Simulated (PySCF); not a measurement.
Ionisation and electron attachment of acrylamide

System: `C=CC(N)=O` (C3H5NO). Coordinates in Å; atoms count from 1 in this order:
```
C    -1.7677   -0.1989    0.3736
C    -0.5676   -0.4039   -0.1722
C     0.5998    0.4467    0.2084
N     1.7580    0.1468   -0.4431
O     0.5307    1.3394    1.0324
H    -1.8984    0.6018    1.1080
H    -2.6317   -0.8118    0.1067
H    -0.4147   -1.1991   -0.9100
H     1.8228   -0.5971   -1.1220
H     2.5850    0.6869   -0.2250
```

Computed at ωB97X-D3(BJ)/ma-def2-TZVP // PBE0-D3(BJ)/ma-def2-SVP with PySCF (density fitting, grid level 2). The prefix ma- adds one diffuse s and one diffuse p function on all atoms but H. ωB97X-D3(BJ) is ωB97X-V with D3(BJ) in place of VV10. Thermal corrections: PBE0-D3(BJ)/ma-def2-SVP frequencies, unscaled, ideal gas at 298.15 K and 1 bar, quasi-RRHO entropy.

Frontier levels of the parent: HOMO -10.07 eV, LUMO 0.91 eV.

Oxidation to the radical cation:
| Property | Result |
| --- | --- |
| Vertical ionisation energy (electronic) | 9.87 eV |
| Adiabatic ionisation energy (with zero-point energy) | 9.47 eV |
| Adiabatic, electronic part | 9.48 eV |
| Vertical gap at the product's structure | 8.75 eV |
| Inner reorganisation energy (four-point) | 1115 meV |
| Relaxation of product / of parent | 386 / 729 meV |
| ⟨S²⟩ of the product | 0.766 |
| Largest spin populations | O5 0.67, C1 0.26, C2 0.11 |
| Largest changes of atomic charge | O5 0.36, C1 0.12, N4 0.11, H (on C2) 0.08 |
| Distances that move most (Å) | C3–N4 1.362 → 1.307; C3–O5 1.217 → 1.242; C1–C2 1.334 → 1.356; C2–C3 1.494 → 1.485 |
| Potential in dichloromethane | 7.37 V absolute, 2.67 V against Fc+/Fc computed at 4.70 V (solvation -35 → -236 kJ/mol) |

Reduction to the radical anion:
| Item | Value |
| --- | --- |
| Vertical electron affinity (electronic) | -0.77 eV |
| Adiabatic electron affinity (with zero-point energy) | -0.20 eV |
| Adiabatic, electronic part | -0.30 eV |
| Vertical gap at the product's structure | 0.18 eV |
| ⟨S²⟩ of the product | 0.762 |
| Largest spin populations | C1 0.59, C3 0.18, O5 0.14, C2 0.08 |
| Largest changes of atomic charge | C1 -0.28, O5 -0.16, C2 -0.12, C3 -0.10 |
| Distances that move most (Å) | C3–N4 1.362 → 1.441; C2–C3 1.494 → 1.418; C1–C2 1.334 → 1.405; C3–O5 1.217 → 1.254 |
| Potential in dichloromethane | 1.90 V absolute, -2.80 V against Fc+/Fc computed at 4.70 V (solvation -35 → -236 kJ/mol) |

Solvents are IEF-PCM continua (electrostatics only, gas-phase structures); absolute potentials refer to an electron at rest in vacuum. Fc+/Fc in dichloromethane, 4.70 V, is ωB97X-D3(BJ)/ma-def2-TZVP on PBE0-D3(BJ)/def2-SVP structures with GFN2-xTB thermal terms. Benchmark calculations put it near 5.0 V in acetonitrile and DMSO, so it is about 0.3 V low, and the value against it can read up to that much too high.

Measured values (NIST Chemistry WebBook, evaluated or the median of agreeing entries): vertical ionisation energy 10.00 eV (computed 9.87, difference -0.13); adiabatic ionisation energy 9.55 eV (computed 9.47, difference -0.08).

Caveats: the gas-phase radical anion comes out unbound at this level, so its gas-phase values hang on the basis; a negative vertical affinity means that the electron isn't bound at that structure, so the value and what is derived from it hang on the basis.

Structures, frequencies and single points took 19 min of wall time on 1 thread of Arm Neoverse V1 (shared host), launched as `OMP_NUM_THREADS=1 python redox_run.py task.json out`.
